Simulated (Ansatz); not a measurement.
## SrCo$_{2}$P$_{2}$: experiment and calculation

**Measured values to compare with.**

From “Near-room-temperature ferromagnetic ordering in the pressure-induced collapsed-tetragonal phase in SrCo2P2”, 2024, arxiv:2411.05981, for a bulk crystal of SrCo2P2 at 300 K: lattice constant a 3.7943 ± 0.0002 Å; lattice constant c 11.6119 ± 0.001 Å.

The results are compared with them further down.

Level of theory: Ansatz, DFT r2SCAN, scalar-relativistic, plane waves, PAW.

Settings: cutoff 500 eV, Γ-centred mesh 14×14×14 on the computed 5-atom cell, Gaussian smearing of 0.10 eV; collinear spin from starting moments 0 0.64 0.64 0 0 μB.

Relaxed structure, symmetry kept:

```
Sr Co P
1.0
    -1.89649    1.89649    5.72521
     1.89649   -1.89649    5.72521
     1.89649    1.89649   -5.72521
Sr Co P
1 2 2
Direct
  0.00000 0.00000 0.00000
  0.75000 0.25000 0.50000
  0.25000 0.75000 0.50000
  0.34617 0.34617 0.00000
  0.65383 0.65383 0.00000
```

- Space group: I4/mmm (No. 139)
- Volume per atom: 111.2 bohr³
- Formation energy from the elements' standard states (uncorrected): -0.859 eV/atom
- Generalised Kohn–Sham band gap: none (metal)
- Density of states at the Fermi level: 2.33 states/eV per cell
- Löwdin character within 0.5 eV of the Fermi level: Co 3d 50 %, P 3p 31 %, unprojected 13 %
- Bader charges (e): Sr (1 in the cell) 1.42, Co (2 in the cell) 0.12, P (2 in the cell) -0.83
- Total moment: 1.13 μB per cell
- Site moments (μB; atoms counted from 1 over the whole cell): Co (atom 2) 0.58, Co (atom 3) 0.58

The state reached may not be the lowest one.

Only this magnetic start was tried.

Measured lattice constant a of SrCo2P2: 3.7943 Å (300 K; the paper above). This calculation gives 3.793 Å (0.0 %). Measured lattice constant c of SrCo2P2: 11.6119 Å (300 K; the paper above). This calculation gives 11.450 Å (-1.4 %). The calculation is for 0 K without zero-point motion.

Cost: 1 run of about 10 core-minutes, on Intel Xeon Platinum 8259CL (Skylake/Cascade Lake) (shared hosts).